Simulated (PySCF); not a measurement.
# Match the barriers

Saddle point of BH$_{5}$O, singlet (BH₃ + H₂O → BH₃O ([BH2][OH]) + H₂; bonds formed: H2–H5; dative contacts that become bonds: B1–O6; bonds broken: B1–H2, H5–O6), PBE0-D4/def2-TZVP structure:

```tsv
atom	x (Å)	y (Å)	z (Å)
B1	-0.4883	-0.0004	-0.2183
H2	0.0249	-1.2260	-0.3311
H3	-0.8685	0.3013	-1.3085
H4	-1.2493	-0.0425	0.7048
H5	0.7616	-0.5632	-0.0544
O6	0.8922	0.6779	0.1315
H7	0.9273	0.8528	1.0761
```

PySCF 2.14 with density fitting (its default auxiliary sets; JK sets also for MP2 and CCSD(T)); basis: def2-TZVPP, with def2-QZVPP for the basis limit; cores frozen in the correlated methods. Extrapolation: Hartree–Fock as exp(−7.88 √X), correlation as X^−2.97. Four methods, as single points on the PBE0-D4 structures, gave these electronic barriers from the start structure: 74.6, 88.8, 99.1, 145.7 kJ/mol.

The methods were, in alphabetical order, HF, MP2, PBE-D4, PBE0-D4. Which gave which? (Judge from chemistry; the calculation decides.)

The calculation gives: PBE-D4 74.6; PBE0-D4 88.8; MP2 99.1; HF 145.7 kJ/mol. For comparison, CCSD(T) at an estimated basis limit (MP2 extrapolated from triple and quadruple zeta, plus CCSD(T) − MP2 in triple zeta) gives 101.8 kJ/mol.

T1 diagnostic: at most 0.015. The end structure is not quite a true minimum (one mode of 56i cm⁻¹).

The step is the kind of ligand exchange by which a precursor binds to a hydroxyl group, or is hydrolysed, in atomic layer deposition of oxides.

Labels in which every atom is bracketed show which atoms are joined, not bond orders.

For scale, one of the runs: CCSD(T)/def2-TZVPP, 132 basis functions, launched by `OMP_NUM_THREADS=4 python run.py`. Time: 76 s of wall clock on 4 CPU threads of an AMD EPYC; the host was shared. Peak host memory: 0.62 GiB.
